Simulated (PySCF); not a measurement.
# Molecular orbitals of NaP

MN15 at R = 2.656 Å; PySCF, spin-free X2C with a Gaussian nucleus, basis sets Na x2c-TZVPPall, P x2c-TZVPPall. State: ³Σ⁻ (triplet), unpaired electrons π ↑↑. Only the outer orbitals are listed, counted within each symmetry.

```tsv
spin	orbital	occ.	ε (eV)	on Na (%)	main shells (%)
α	2π	1	-33.32	100	100 Na p
α	2π	1	-33.32	100	100 Na p
α	6σ	1	-33.27	100	100 Na p
α	7σ	1	-14.66	4	96 P s
α	3π	1	-5.97	4	95 P p
α	3π	1	-5.97	4	95 P p
α	8σ	1	-5.92	9	90 P p
α	9σ	0	-0.38	96	88 Na s
α	4π	0	0.98	98	98 Na p
α	4π	0	0.98	98	98 Na p
β	2π	1	-33.32	100	100 Na p
β	2π	1	-33.32	100	100 Na p
β	6σ	1	-33.27	100	100 Na p
β	7σ	1	-12.52	8	92 P s
β	8σ	1	-4.71	29	70 P p, 28 Na s
β	9σ	0	-1.20	80	60 Na s, 21 Na p, 20 P p
β	3π	0	-0.95	27	73 P p, 25 Na p
β	3π	0	-0.95	27	73 P p, 25 Na p
```

Task: Which are the highest filled and the lowest empty level, where do they sit, and how wide is the gap?

Result: Highest filled β 8σ at -4.71 eV (in %: 70 P p, 28 Na s); lowest empty β 9σ at -1.20 eV (in %: 60 Na s, 21 Na p, 20 P p); the gap at MN15 is 3.51 eV.

* bond order (Mayer): 0.92
* ⟨S²⟩: 2.083
* charge on Na (Mulliken, basis-dependent): 0.40
* charge on Na (Löwdin, basis-dependent): 0.09
* dipole moment (positive dipole means Na(−)P(+)): -6.73 D

The state is the lowest determinant that a PBE0 search found; another state may lie lower at other levels.
